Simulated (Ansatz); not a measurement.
## TiO: computed properties

Level of theory: Ansatz, DFT PBEsol, scalar-relativistic, plane waves, PAW.

Cutoff 420 eV; k points 18×18×16 on the computed 2-atom cell (Γ-centred); Gaussian smearing, width 0.10 eV; no spin polarisation.

The structure is relaxed at this level of theory with its symmetry kept. This form isn't the usual stable structure of the compound.

```
Ti O
1.0
     2.78889    0.00000    0.00000
    -1.39444    2.41525    0.00000
     0.00000    0.00000    2.79408
Ti O
1 1
Direct
  0.66667 0.33333 0.00000
  0.00000 0.00000 0.50000
```

| Quantity | Value |
| --- | --- |
| Space group | P-6m2 (No. 187) |
| Volume per atom | 9.41 Å³ |
| Formation energy from the elements' standard states (uncorrected) | -2.621 eV/atom |
| Kohn–Sham band gap | zero, with almost no states at the Fermi level |
| Density of states at the Fermi level | 0.01 states/eV per cell (so small that it hangs on the mesh: a semimetal, or crossings between mesh points) |
| Löwdin character within 0.5 eV of the Fermi level | Ti 3d 94 % |
| Bulk modulus | 256 GPa |
| Its pressure derivative | 4.3 |
| Bader charges (e) | Ti (1 in the cell) 1.30, O (1 in the cell) -1.30 |

A ferromagnetic start lost its moments in a first run, so spin was left out; other magnetic orders weren't tried.